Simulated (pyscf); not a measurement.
Structures and frequencies: ωB97X-D3(BJ)/def2-SVP in PySCF. MP2 and CC: frozen core, UHF for open shells. ΔMP2 is the change of the MP2 total energy from the triple- to the quadruple-zeta basis.

Question: PBE/def2-TZVP puts the barrier of NH₃ + HN=Al–NH₂ → H₂N–Al(NH₂)–NH₂ (addition across a multiple bond or ene-type step; singlet surface; H–N broken, Al–N, H–N formed) at -33.5 kcal/mol and the reaction energy at -83.9 kcal/mol, from the separated reactants. What do PBE0-D3(BJ)/def2-TZVP, ωB97M-D3(BJ)/def2-TZVP, CCSD(T)/def2-TZVPP + ΔMP2(QZVPP) give on the same structures?

Answer: PBE0-D3(BJ): ΔE‡ = -34.6 kcal/mol, ΔE = -90.0 kcal/mol; ωB97M-D3(BJ): ΔE‡ = -30.9 kcal/mol, ΔE = -89.1 kcal/mol; CCSD(T): ΔE‡ = -30.3 kcal/mol, ΔE = -88.7 kcal/mol. PBE's barrier lies among them. Its reaction energy lies over all of them, by 4.8 to 6.1 kcal/mol. On the reactant side the descent ends in an adduct with a Al–N contact, 35.2 kcal/mol under the separated species and 3.3 kcal/mol under the saddle at ωB97X-D3(BJ)/def2-TZVP. At PBE, PBE0-D3(BJ), ωB97M-D3(BJ)/def2-TZVP, CCSD(T) the saddle lies under the separated reactants, which points to a path from their complex (located at ωB97X-D3(BJ) alone). What is counted as formed (Al–N) is already present as a longer contact in the reactant adduct; forming that adduct is a step of its own. One saddle was located; it need not be the lowest between these sides. The CCSD(T) − MP2 part came from Ansatz, without density fitting, on the same reference.
